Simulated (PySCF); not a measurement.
Molecule: `C[S@](=O)/C=C/F`, C3H5FOS.

Geometry (Å), atoms numbered from 1 in this order:
```xyz
11

C    -1.7179    0.3556   -0.2419
S    -0.5230   -1.0091   -0.3295
O    -0.4582   -1.5837    1.0571
C     0.9392   -0.0007   -0.5378
C     1.8496   -0.0564    0.4299
F     3.0048    0.5833    0.3673
H    -1.4439    0.9769    0.6217
H    -2.7015   -0.1080   -0.0849
H    -1.7141    0.9349   -1.1762
H     1.0781    0.5472   -1.4734
H     1.6990   -0.6440    1.3421
```

Geometry PBE0-D3(BJ)/def2-SVP throughout; GIAO in PySCF, gas phase, one conformer, non-relativistic; equivalent atoms averaged; functional PBE0.

For orientation, IGLO-III gives these absolute shieldings σ: C5 14.4, C4 55.7, C1 137.4, S2 180.7, O3 283.3, F6 294.7, H11 24.03, H10 25.25, H7/H8/H9 29.01 ppm.

A run gave: C5 41.4, C4 81.8, C1 153.3, S2 264.1, O3 302.6, F6 301.6, H11 24.87, H10 26.43, H7/H8/H9 29.82 ppm (absolute shieldings σ).

Problem. Which basis set was used in that run?
A. def2-SVP
B. 6-31G*
C. cc-pVTZ
D. pcSseg-0
E. STO-3G

Solution. B. S2 tells them apart best: 6-31G* gives 264.1, STO-3G gives 613.2, pcSseg-0 gives 302.9, def2-SVP gives 301.5, cc-pVTZ gives 232.4 ppm.
